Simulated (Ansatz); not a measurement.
Input file:

```yaml
crystal:
  periodic: [false, false, false]
  atoms:
    - {symbol: Ti, position_ang: [0.000000, 0.000000, 0.000000]}
    - {symbol: Cl, position_ang: [0.000000, 0.000000, 2.611200]}
basis:
  gaussian: {orbitals: def2-SVP}
total_charge: 1
magnetization: {spin_polarized: false, initial_magnetization: 4}
correlation: {method: ccsdt_q, electrons: outside_noble_gas}
```

```sh
$ ansatz run in.yaml --threads 1 --pin off --events-out ev --progress --plain --max-ram 3968MiB --backend cpu
```

The program prints:

```
865 factors; integrals over basis functions are off by at most 1.9e-7 eV
mean field evaluation 1: about -35574.6749 eV, gradient 1.3e1 eV
mean field evaluation 2: about -35574.7584 eV, gradient 1.3e1 eV
mean field evaluation 4: about -35575.8764 eV, gradient 8.9e-1 eV
mean field evaluation 8: about -35575.8877 eV, gradient 1.7e-1 eV
mean field evaluation 16: about -35575.9733 eV, gradient 7.1e-1 eV
mean field evaluation 32: about -35576.2716 eV, gradient 1.1e-4 eV
mean field evaluation 64: about -35575.4736 eV, gradient 3.1e0 eV
mean field evaluation 96: about -35575.7913 eV, gradient 1.0e0 eV
mean field evaluation 128: about -35576.2262 eV, gradient 2.0e-5 eV
mean field evaluation 160: about -35576.1893 eV, gradient 1.0e-3 eV
...
cycle 130  -4.13490071 eV  change   -4.0e-7 eV  update   2.5e-6
cycle 131  -4.13490028 eV  change    4.3e-7 eV  update   3.0e-6
cycle 132  -4.13489975 eV  change    5.3e-7 eV  update   2.3e-6
cycle 133  -4.13489960 eV  change    1.5e-7 eV  update   1.7e-6
cycle 134  -4.13489929 eV  change    3.2e-7 eV  update   1.6e-6
cycle 135  -4.13489933 eV  change   -3.9e-8 eV  update   1.5e-6
cycle 136  -4.13489950 eV  change   -1.8e-7 eV  update   1.4e-6
cycle 137  -4.13490020 eV  change   -7.0e-7 eV  update   1.3e-6
cycle 138  -4.13490174 eV  change   -1.5e-6 eV  update   1.5e-6
cycle 139  -4.13490291 eV  change   -1.2e-6 eV  update   1.1e-6
perturbative correction -0.00532080 eV, -0.0001955357 hartree
Total energy: -35580.41181932 eV, -1307.5560170907 hartree
```

For the same geometry and basis RCCSDTQ lies 1.4 meV lower.

Ran on 1 thread of AMD EPYC 7R13, shared host: 2.1 min wall, 0.35 GiB peak host memory.
